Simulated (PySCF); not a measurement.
Molfile (atoms numbered from 1):
```
CF2O
     RDKit          3D

  4  3  0  0  0  0  0  0  0  0999 V2000
   -0.3357    1.0579    0.7869 O   0  0  0  0  0  0  0  0  0  0  0  0
   -0.0529    0.0259    0.3167 C   0  0  0  0  0  0  0  0  0  0  0  0
    0.9641   -0.7241    0.6578 F   0  0  0  0  0  0  0  0  0  0  0  0
   -0.6965   -0.5855   -0.6454 F   0  0  0  0  0  0  0  0  0  0  0  0
  1  2  2  0
  2  3  1  0
  2  4  1  0
M  END
```

Geometry: PBE0-D3(BJ)/def2-TZVP; GIAO shifts from PySCF, gas phase, non-relativistic, averaged over equivalent atoms.

At wB97X-D/pcSseg-2 (144 basis functions, 4.5 s wall time on 1 thread of an Arm Neoverse V2, shared host):
```
atoms  δ (ppm)
   O1    316.0
   C2    148.3
F3/F4    -15.9
```

δ = σ(ref) − σ, references computed at the same level: $^{17}$O (328.24 ppm) vs H2O; TMS for $^{13}$C (186.29 ppm); $^{19}$F (184.95 ppm) against CFCl3.

Predict the values at PBE0/pcSseg-2 on the same geometry.

Answers


| atoms | δ at PBE0/pcSseg-2 | change |
| --- | --- | --- |
| O1 | 314.9 | -1.1 |
| C2 | 147.4 | -0.9 |
| F3/F4 | -23.5 | -7.6 |

δ = σ(ref) − σ, references computed at the same level: $^{17}$O (σ = 329.54 ppm) vs H2O; $^{13}$C (σ = 186.03 ppm) vs TMS; $^{19}$F (σ = 174.31 ppm) against CFCl3.

The largest change is at F3/F4 (fluorine bonded to C). Cost: 144 basis functions, 4.3 s wall time on 1 thread of an Arm Neoverse V2, shared host.

Unscaled 19F shifts against computed CFCl3 carry errors that often reach 10 to 50 ppm. Unscaled 17O shifts of doubly bonded oxygen tend to come out too high, by tens of ppm or more. Experimental scales use liquid or dissolved standards, which lie at an offset from isolated H2O (liquid H2O: subtract about 36 ppm).
